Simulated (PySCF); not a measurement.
Method: PySCF 2.14.0 with PBE-D3(BJ)/def2-TZVP // BP86-D3(BJ)/def2-SVP. All species are isolated molecules in the gas phase. 

Reference species (SMILES): `[OH]` (neutral, multiplicity 2).

The dipole moment is 1.73 D.

Changed species: `[SH]` (free radical SH; the reference has free radical OH).

Question: What does the change do to the dipole moment?

Answer: the dipole moment falls by 0.86 D, to 0.87 D.
